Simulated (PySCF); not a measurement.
**C₂⁺: energy against distance**

Set-up: PySCF, no relativity, basis sets C pcseg-1. Energies in eV from C⁺ + C in their ground configurations at the same level. State: ⁴Σg⁻ (quartet), unpaired electrons σ ↑, π ↑↑.

All columns are PBE0.

```csv
R (Å),E (eV),HOMO (eV),LUMO (eV),Mayer bond order,⟨S²⟩
1.206,-4.608,-18.70,-15.80,1.92,3.75
1.262,-5.279,-18.88,-15.41,1.91,3.75
1.318,-5.648,-19.06,-15.06,1.90,3.75
1.360,-5.776,-19.20,-14.81,1.89,3.75
1.402,-5.809,-19.34,-14.58,1.87,3.75
1.444,-5.768,-19.48,-14.36,1.85,3.75
1.500,-5.628,-19.18,-14.09,1.83,3.75
1.570,-5.363,-18.74,-13.95,1.79,3.75
1.654,-4.970,-18.27,-13.78,1.75,3.75
1.766,-4.402,-17.72,-13.55,1.70,3.75
```

The state is the lowest determinant that a PBE0 search found; another state may lie lower at other levels.
